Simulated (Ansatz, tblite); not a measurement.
Forces on C3H4⁻ at its B3LYP-D4/def2-TZVPD geometry. Charge -1, multiplicity 2.

The xTB rows come from tblite. At PBE-D4/def2-TZVPD the highest occupied level of the charge -1 doublet lies above zero (up to 2.97 eV). It is a level of α spin, whose loss leaves a singlet; that state wasn't run at this geometry and level. The electron is either unbound and held by the finite basis, or the level is raised by self-interaction error. Another isomer (doublet) lies 0.67 eV lower at PBE0-D4/def2-TZVPD; other spin states weren't run for this one.

GFN1-xTB (tblite), largest force 1.17 eV/Å:

```xyz
7
positions Å, forces eV/Å
C    -0.053   -0.604   -0.335    0.036    0.410    0.227
C    -0.616    0.502    0.534   -1.161   -0.061   -0.117
C     0.715    0.630    0.093    1.131   -0.286   -0.076
H    -0.995    0.386    1.552    0.204   -0.106    0.063
H     0.292   -1.568    0.065   -0.028   -0.025    0.069
H     1.150    1.377   -0.574   -0.211    0.026   -0.108
H    -0.493   -0.723   -1.335    0.030    0.042   -0.060
```

GFN2-xTB (tblite), largest force 1.25 eV/Å:

```
C 0.069 0.792 0.439
C -1.131 0.100 -0.534
C 1.091 -0.550 0.285
H 0.190 -0.216 0.277
H 0.033 -0.192 0.018
H -0.196 0.146 -0.315
H -0.057 -0.080 -0.169
```

PBE-D4/def2-TZVPD (Ansatz), largest force 0.28 eV/Å:

```
C 0.010 0.119 0.066
C -0.189 0.062 -0.106
C 0.187 -0.082 0.094
H -0.107 -0.021 0.248
H 0.102 -0.237 0.100
H 0.121 0.184 -0.158
H -0.125 -0.025 -0.246
```
